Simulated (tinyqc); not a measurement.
The basis set: RHF and MP2 along a ladder of basis sets, for CO, spin multiplicity 1. Computed by the program tinyqc with PySCF. Same geometry throughout; the dipole is taken about the origin.

Geometry (angstrom):
```
atom       x       y       z
C     0.0000  0.0000  0.0000
O     0.0000  0.0000  1.1040
```

RHF and frozen-core MP2 in a ladder of bases:
```
basis    functions  E(RHF) (hartree)  E(MP2 corr) (hartree)  HOMO (eV)  LUMO (eV)  dipole (debye)
sto-3g          10        -111.22017               -0.12266    -12.197      8.815           0.227
3-21g           18        -112.09166               -0.20378    -14.714      4.709           0.295
6-31g           18        -112.66539               -0.20544    -14.916      4.183           0.444
6-31g**         28        -112.73708               -0.27425    -14.816      4.691           0.217
cc-pvdz         28        -112.75005               -0.28248    -14.851      4.484           0.116
cc-pvtz         60        -112.78181               -0.35115    -14.985      4.011           0.129
```

Estimate the missing row, basis = aug-cc-pvdz.

Computed row:
```
basis        functions  E(RHF) (hartree)  E(MP2 corr) (hartree)  HOMO (eV)  LUMO (eV)  dipole (debye)
aug-cc-pvdz         46        -112.75536               -0.29487    -15.012      2.199           0.142
```

From cc-pVDZ to cc-pVTZ the RHF energy falls by 31.8 mhartree and the correlation energy by 68.7. If valence correlation converges as X^-3, (27 E(T) - 8 E(D))/19 gives -0.3801 hartree, a rough estimate from such small X that usually falls short; STO-3G holds about 32 % of it. Beyond STO-3G the LUMO moves by 2.5 eV and the HOMO by 0.3 eV; diffuse functions lower the positive LUMO sharply, since an unbound virtual level tracks the most diffuse function.
